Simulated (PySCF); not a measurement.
Phosphabenzene, C5H5P.
Bonds: C1–C2 (aromatic), C2–C3 (aromatic), C3–P4 (aromatic), P4–C5 (aromatic), C5–C6 (aromatic), C1–C6 (aromatic). Hydrogens: H7 on C1; H8 on C2; H9 on C3; H10 on C5; H11 on C6.

Method: PBE0-D3(BJ)/def2-SVP geometry optimisation, gas phase (PySCF 2.14.0); density fitting, grid level 1; the optimiser is geomeTRIC in internal coordinates, started from a GFN2-xTB structure.

Step 0: E = -14538.5065 eV
```
atom  x, y, z in Å  |  force x, y, z in eV/Å
C1     -0.0408    1.1433   -0.0593   -0.002   0.022   0.002
C2     -1.2312    0.4339   -0.0233   -0.087   0.159  -0.009
C3     -1.2938   -0.9419    0.0430    0.280  -0.417   0.020
P4      0.0733   -2.0081    0.0939    0.001  -0.142   0.009
C5      1.3595   -0.8461    0.0395   -0.257  -0.438   0.024
C6      1.1977    0.5215   -0.0280    0.072   0.168  -0.010
H7     -0.0799    2.2220   -0.1129   -0.015   0.447  -0.021
H8     -2.1601    0.9908   -0.0485   -0.361   0.239  -0.014
H9     -2.2697   -1.4120    0.0665   -0.403  -0.167   0.007
H10     2.3666   -1.2445    0.0611    0.422  -0.139   0.004
H11     2.0837    1.1438   -0.0580    0.350   0.267  -0.013
```

**Question.** Estimate the geometry and energy of step 1. (The exact step hangs on the optimiser's Hessian estimate; all steps are aligned on step 0, rigid shifts and turns removed.)

**Answer.** E = -14538.5330 eV, largest force 0.083 eV/Å
```
atom  x, y, z in Å  |  force x, y, z in eV/Å
C1     -0.0410    1.1489   -0.0587   -0.003   0.083  -0.005
C2     -1.2396    0.4362   -0.0238   -0.045   0.004   0.000
C3     -1.2977   -0.9521    0.0438   -0.069  -0.002   0.001
P4      0.0734   -2.0163    0.0963    0.001  -0.057   0.001
C5      1.3639   -0.8560    0.0402    0.069   0.004   0.000
C6      1.2058    0.5244   -0.0281    0.045   0.007   0.001
H7     -0.0805    2.2407   -0.1122    0.002  -0.031   0.001
H8     -2.1782    1.0006   -0.0509    0.020  -0.012   0.000
H9     -2.2874   -1.4238    0.0667    0.037   0.010  -0.001
H10     2.3853   -1.2548    0.0599   -0.039   0.007   0.000
H11     2.1012    1.1550   -0.0591   -0.018  -0.014   0.001
```

The energy changes by -0.0266 eV. The first-order estimate −F·Δx gives -0.0546 eV and the mean of the old and new forces, exact on a quadratic surface, -0.0269 eV. The step makes an angle of 31° with the force vector and moves no atom by more than 0.021 Å.

What follows is the cost of the whole optimisation. Time: 14 s; peak memory 0.48 GiB. Hardware: an Intel Xeon 6975P-C with one thread (shared host).
